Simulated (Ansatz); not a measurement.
Input file:

```yaml
crystal:
  periodic: [false, false, false]
  atoms:
    - {symbol: B, position_ang: [0.000000, -0.701083, 1.973570]}
    - {symbol: Ge, position_ang: [0.000000, 0.230190, 0.016910]}
    - {symbol: N, position_ang: [0.000000, -0.642108, -1.443243]}
    - {symbol: H, position_ang: [0.000000, -0.146599, -2.331019]}
basis:
  gaussian: {orbitals: cc-pVDZ}
magnetization: {spin_polarized: false, initial_magnetization: 3}
correlation: {method: mp2, electrons: outside_noble_gas}
output: {forces: true}
```

```sh
$ ansatz run in.yaml --threads 1 --pin off --events-out ev --progress --plain --max-ram 2393MiB
```

Output:

```
642 factors; integrals over basis functions are off by at most 1.2e-3 eV
mean field evaluation 1: about -58631.1104 eV, gradient 3.3e1 eV
mean field evaluation 2: about -58631.1527 eV, gradient 3.3e1 eV
mean field evaluation 4: about -58635.1511 eV, gradient 6.8e0 eV
mean field evaluation 8: about -58635.9626 eV, gradient 1.3e0 eV
mean field evaluation 16: about -58636.1196 eV, gradient 4.0e-1 eV
mean field evaluation 32: about -58633.5806 eV, gradient 5.3e0 eV
mean field evaluation 64: about -58635.5977 eV, gradient 1.9e-5 eV
mean field evaluation 96: about -58636.1095 eV, gradient 3.6e-1 eV
mean field evaluation 128: about -58636.1203 eV, gradient 1.6e-1 eV
mean field evaluation 160: about -58635.5843 eV, gradient 9.3e-1 eV
mean field evaluation 192: about -58636.1207 eV, gradient 1.9e-1 eV
mean field evaluation 224: about -58635.6877 eV, gradient 2.6e0 eV
mean field evaluation 256: about -58636.1201 eV, gradient 1.4e-1 eV
mean field evaluation 288: about -58636.1221 eV, gradient 9.8e-6 eV
mean field -58636.12211566 eV, -2154.8377427594 hartree, gradient 2.3e-6 eV, S^2 3.750000; 18 other end points of the search recorded, 0 dependent functions left out
mean field evaluation 320: about -58636.5084 eV, gradient 4.9e-2 eV
mean field evaluation 352: about -58636.4014 eV, gradient 1.1e0 eV
mean field evaluation 384: about -58636.5068 eV, gradient 1.1e-1 eV
mean field evaluation 416: about -58635.0219 eV, gradient 5.6e-1 eV
16 core orbitals not correlated: weight in the atoms' cores, before any rotation towards them, 0.995 or more for the frozen orbitals, at most 0.005 for the correlated occupied ones
reference -58636.12211566 eV, -2154.8377427594 hartree; 8, 5 occupied and 36, 39 virtual orbitals, 642 factors
second order -7.17808355 eV of doubles, -0.16556022 eV of singles
the calculation of the forces begins
Total energy: -58643.46575943 eV, -2155.1076166905 hartree
Atom 0 at     0.000000    -0.701083     1.973570 Å, force    -0.000000     0.882956    -1.638366 eV/Å
Atom 1 at     0.000000     0.230190     0.016910 Å, force     0.000000    -0.807556     1.657990 eV/Å
Atom 2 at     0.000000    -0.642108    -1.443243 Å, force    -0.000000    -0.585547     0.299330 eV/Å
Atom 3 at     0.000000    -0.146599    -2.331019 Å, force    -0.000000     0.510147    -0.318954 eV/Å
Dipole moment:    -0.000000     0.365227     0.099458 e Å
```

Forces (eV/Å):
```
B    0.000  0.883 -1.638
Ge   0.000 -0.808  1.658
N    0.000 -0.586  0.299
H    0.000  0.510 -0.319
```

Ran on 1 thread of Intel Xeon 6975P-C, shared host: 8.5 s wall, 0.19 GiB peak host memory.
